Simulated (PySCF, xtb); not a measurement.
fluorine (F2), SMILES FF.

Harmonic wavenumbers (cm⁻¹) from GFN2-xTB run with xtb at its own minimum, in rising order: 704.

Problem. What does PySCF with B3LYP-D3(BJ)/def2-TZVPD give at its own minimum? (The exact figures need the calculation; the answer reports its results.)

Solution. 1049. Paired by order, the mean absolute difference is 345 cm⁻¹ and the zero-point energies are 1.0 and 1.5 kcal/mol.
